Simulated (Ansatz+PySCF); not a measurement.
**singlet NH₄F in separate pieces: levels of theory in one basis**

```csv
atom,x (Å),y (Å),z (Å)
N,0.0000,0.0000,0.0000
H,0.5945,0.5945,0.5945
H,0.5945,-0.5945,-0.5945
H,-0.5945,0.5945,-0.5945
H,-0.5945,-0.5945,0.5945
F,10.0000,0.0000,0.0000
```

Basis set: cc-pVDZ (spherical functions). Left uncorrelated: 2 orbitals. Charge 0, multiplicity 1.

Computed with Ansatz (development build ahead of 0.2.0); each method stands on the lowest determinant of its kind that the runs found. NEVPT2 correlates all electrons. Active spaces start from the frontier orbitals, and the lowest solution found is given.

```
        method  E − E(RHF) (eV)  <S²> of the determinant
           RHF             0.00                     0.00
           UHF            -1.42                     1.00
       RHF-MP2           -10.20                        –
       UHF-MP2           -10.87                     1.00
      RHF-CCSD           -10.78                        –
   RHF-CCSD(T)           -10.90                        –
   UHF-CCSD(T)           -11.81                     1.00
  RHF-CCSDT(Q)           -10.93                        –
  UHF-CCSDT(Q)           -11.83                     1.00
   CASSCF(2,2)            -0.35                        –
SC-NEVPT2(2,2)           -10.27                        –
```

Task: What does UHF-CCSD give on the same scale?

Result: -11.63 eV.

Task: Is a single determinant a sound starting point here?

Result: It is doubtful. Unrestricted orbitals lower Hartree–Fock by 1.42 eV and <S²> is 1.00 where a pure state has 0.00, a sign of strong static correlation. The CASSCF(2,2) natural occupations are 1.99, 0.01.

Caution for RHF, RHF-MP2, RHF-CCSD, RHF-CCSD(T), RHF-CCSDT(Q): an unrestricted determinant lies well below. Caution for UHF, UHF-MP2, UHF-CCSD, UHF-CCSD(T), UHF-CCSDT(Q): the unrestricted determinant is a mixture of spin states. Caution for RHF-MP2, UHF-MP2, RHF-CCSD, UHF-CCSD, RHF-CCSD(T), UHF-CCSD(T), RHF-CCSDT(Q), UHF-CCSDT(Q): bonds are stretched, where a single reference can fail. Caution for UHF-MP2, UHF-CCSD, UHF-CCSD(T), UHF-CCSDT(Q): a plain start can end on a higher determinant. Caution for CASSCF(2,2): other starts end on other solutions of this active space.
